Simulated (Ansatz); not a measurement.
Process, species as SMILES: C=CCl → 2 C atom + Cl atom + 3 H atom
B3LYP-D3(BJ)/def2-TZVP geometries, fixed; electronic energies without zero-point terms.

Basis-set convergence of the atomisation energy at B2PLYP with Ansatz (a program for electronic structure). Cartesian d functions, on some or all atoms, in 6-31G**, 6-31+G*; all else is spherical. Cores are frozen. Open shells are unrestricted. No added dispersion term, no relativity. Functions are those of the species that has most. Reference: the value in aug-pcseg-3, 541.68 kcal/mol, itself unsure by roughly 0.49 kcal/mol (its mean distance from aug-cc-pV(Q+d)Z, def2-QZVPPD, pcseg-3). Deviations are taken from unrounded values. Cost is core time over that of 6-311++G(2d,2p), rough, on shared machines of one kind; a dash marks a row that isn't timed (too short, read off another run, short of memory, by another algorithm or on other hardware).

```csv
basis,functions,atomisation energy (kcal/mol),minus reference (kcal/mol),cost
6-31G**,64,532.20,-9.48,-
cc-pV(D+d)Z,66,523.39,-18.29,-
6-31+G*,67,522.61,-19.07,-
aug-cc-pV(D+d)Z,105,525.38,-16.30,0.9×
"6-311++G(2d,2p)",119,533.21,-8.47,1×
pcseg-2,136,538.66,-3.02,0.9×
def2-TZVPPD,176,538.61,-3.07,1×
def2-QZVPP,274,540.77,-0.91,3×
aug-cc-pV(Q+d)Z,387,541.27,-0.41,10×
```

The smallest set listed that lies within 4 kcal/mol of the reference with all its larger relatives (same family, alike in diffuse functions; a set with none counts only in the reference's own line) is pcseg-2 (136 functions, 0.9× in cost, -3.02 kcal/mol off). Inside, with no larger relative to test it: def2-QZVPP, aug-cc-pV(Q+d)Z. (Relatives not listed, tested too: pcseg-3 -0.19, def2-QZVPPD -0.86 kcal/mol.)
